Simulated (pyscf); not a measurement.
This saddle point was located with ωB97X-D3(BJ)/def2-SVP in PySCF.

```
P
H 1 1.4271
P 1 2.2012 2 95.92
H 3 1.4260 1 99.09 2 130.25
H 3 1.4277 4 92.69 1 -99.88
H 1 2.1053 2 107.21 3 -112.90
O 6 1.0652 1 123.79 2 47.92
H 7 0.9775 6 104.51 1 -98.17
H 7 1.0716 8 104.46 6 -81.67
```

Surface: singlet, charge 0. Lowest wavenumbers (cm⁻¹): 1272i, 75, 94, 224, 370.

### Question
Name the species on either side of this saddle.

### Answer
`[PH2][PH2]` + `[OH2]` <-> `[PH2][PH2]` + `[OH2]`, a four-centre exchange read from left to right: H–P, H–O broken and H–P, H–O formed. At CCSD(T)/def2-TZVPP + ΔMP2(QZVPP) it lies +234.9 kJ/mol from the left side and +234.9 kJ/mol from the right (each side as separated species at their lowest minima found). This is the saddle that the search found; another between the same sides may lie lower. The CCSD(T) − MP2 part came from Ansatz, without density fitting, on the same reference.
